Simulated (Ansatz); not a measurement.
`[CH2]OCF` radical at its PBE0-D4/def2-TZVP geometry, where that method's forces vanish. The species carries charge 0 and has multiplicity 2.

```
atom   x (Å)   y (Å)   z (Å)
  C1   0.413   1.153  -0.488
  O2  -0.660   0.448  -0.049
  C3  -0.377  -0.781   0.507
  F4   0.020  -1.672  -0.461
  H5   1.311   0.611  -0.761
  H6   0.155   2.100  -0.937
  H7  -1.300  -1.151   0.954
  H8   0.439  -0.709   1.235
```

Q: For each bond, give half the difference of the two atoms' forces along it (eV/Å; positive pushes the atoms apart) under PBE-D4, r2SCAN-D4, B3LYP-D4, ωB97M-V in def2-TZVPP. (Best estimate.)

A: Ansatz gave: 
```csv
bond,length (Å),PBE-D4,r2SCAN-D4,B3LYP-D4,ωB97M-V
C1–O2,1.357,0.24,0.32,0.21,0.15
C1–H5,1.083,0.06,-0.10,-0.10,-0.11
C1–H6,1.079,0.06,-0.09,-0.15,-0.12
O2–C3,1.379,0.34,0.17,0.21,0.20
C3–F4,1.374,0.54,0.33,0.38,0.21
C3–H7,1.090,0.01,-0.11,-0.21,-0.17
C3–H8,1.096,0.03,-0.10,-0.15,-0.17
```

B3LYP here is the variant with VWN-RPA as its local correlation; programs differ in this.
